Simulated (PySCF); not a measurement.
**Two-photon absorption: `C=Cc1cc1=O`, C₅H₄O**

Geometry (Å), atoms numbered from 1 in this order:
```xyz
10

C    -1.806    0.386   -0.285
C    -0.880   -0.540   -0.044
C     0.500   -0.205    0.090
C     1.762   -0.664    0.312
C     1.587    0.735    0.105
O     2.014    1.846    0.013
H    -1.537    1.425   -0.386
H    -2.848    0.136   -0.387
H    -1.143   -1.587    0.059
H     2.362   -1.526    0.501
```

Theory: TDDFT CAM-B3LYP/def2-SVPD excited states, vertical, gas phase (PySCF). Geometry: GFN2-xTB.

Question: How strongly do the lowest singlets absorb one photon, and two photons of half the energy?

Answer: δ for parallel linear polarisation; σ at the peak of a Lorentzian of half width 0.1 eV, single beam; Ω is circular over linear.
```
state  E (eV)      f  photon λ (nm)  δ (au)  σ (GM)     Ω                                main
   S1    3.82  0.000            649    0.91    0.01  1.50                      HOMO→LUMO 0.96
   S2    5.37  0.000            462    0.11    0.00  1.50  HOMO→LUMO+2 0.84, HOMO→LUMO+7 0.12
   S3    5.60  0.402            443    40.9    0.47  0.92                    HOMO−1→LUMO 0.96
   S4    6.64  0.003            373    26.2    0.42  0.42  HOMO→LUMO+1 0.64, HOMO→LUMO+4 0.26
   S5    6.94  0.001            357    0.17    0.00  1.46                    HOMO−3→LUMO 0.92
```

Among these, the strongest one-photon state is S3, the strongest two-photon state S3, with a dipole change of 2.2 D (relaxed, norm of the difference vector).
